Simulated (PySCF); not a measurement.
**How methods differ on the ionisation energy of Li**

Li [He] 2s1 (2S) → Li⁺ 1s2 (1S), as a difference of total energies. Calculation: PySCF 2.14, in aug-cc-pVQZ; the non-relativistic Hamiltonian (point nucleus). The calculations carry no spin-orbit coupling.

| method | ionisation energy (eV) | error (eV) |
| --- | --- | --- |
| UHF | 5.343 | -0.049 |
| LDA | 5.470 | +0.078 |
| PBE | 5.584 | +0.192 |
| PBE0 | 5.568 | +0.176 |
| r2SCAN | 5.390 | -0.002 |
| BHandHLYP | 5.514 | +0.122 |
| HSE06 | 5.559 | +0.167 |
| M06 | 5.306 | -0.086 |
| CAM-B3LYP | 5.599 | +0.207 |

Reference: 5.392 eV (measured; NIST Atomic Spectra Database, ionization energies).
